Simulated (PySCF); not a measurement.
Working out the ionisation energy of Ne

Ne [Ne] (1S) → Ne+ [He] 2s2 2p5 (2P). All numbers are calculated (PySCF 2.14, scalar relativity by spin-free X2C-1e, in dyall-av3z). Frozen: 1s2; the 14 highest virtual orbitals dropped. Energies in hartree (1 hartree = 27.21139 eV):

| part | Ne (lower) | Ne+ (upper) |
| --- | --- | --- |
| UHF | -128.684454 | -127.962636 |
| MP2 opposite-spin | -0.208986 | -0.159136 |
| MP2 same-spin | -0.072587 | -0.049553 |

Task: What does Hartree-Fock give?

Result: (-127.962636) − (-128.684454) = 0.721818 hartree = 19.642 eV.

Task: What do MP2 and SCS-MP2 (6/5 opposite-spin, 1/3 same-spin) give?

Result: The opposite-spin parts differ by 1.356 eV and the same-spin parts by 0.627 eV. MP2: 19.642 + (1.356) + (0.627) = 21.625 eV. SCS-MP2: 19.642 + 1.2 × (1.356) + (0.627)/3 = 21.478 eV.

Measured between the centres of the two terms (NIST): 21.597 eV, so MP2 (valence) is off by 0.028 eV.

What remains against the reference includes basis incompleteness, the frozen core and correlation beyond second order.
